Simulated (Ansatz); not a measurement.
C4H4 can be A, `C#CC=C`, or B, `C=C=C=C`.

Program: Ansatz. Geometries: PBE0-D4/def2-TZVP. ΔE: electronic, gas phase. CBS: MP2 limit from def2 TZ/QZ plus the TZ coupled-cluster correction, frozen cores. DFT in def2-TZVPP.

Question: Which isomer does CCSD(T)/CBS put lower? Give the gap. (Best estimate.)

Answer: The calculation gave: A, by 35.4 kJ/mol.

Question: Give E(B) − E(A) in kJ/mol with LDA (SPW92), BLYP-D4, PBE0-D4, HF/def2-TZVPP, PBE-D4, r2SCAN-D4, ωB97M-V. (An estimate is asked.)

Answer: Ansatz gave: LDA (SPW92) 1.8, BLYP-D4 6.6, PBE0-D4 15.6, HF/def2-TZVPP 46.1, PBE-D4 4.4, r2SCAN-D4 8.9, ωB97M-V 29.9. None reverses the order clearly.

Question: Does the order hold for the free energy at 298.15 K (harmonic terms from PBE0-D4)? (Estimate.)

Answer: Ansatz gave: Yes: G(B) − G(A) = +36.4 kJ/mol.

Largest T1 diagnostic: 0.014.

Leaving LDA and LC-ωPBE aside and taking each functional with its dispersion term where it has one, the values, not all of them listed here, spread over 29.1 kJ/mol, from PBE-D4 to PBE-QIDH. From PBE to PBE0 (25 % exact exchange), in def2-TZVPP and without D4, E(B) − E(A) moves by +11.4 kJ/mol.
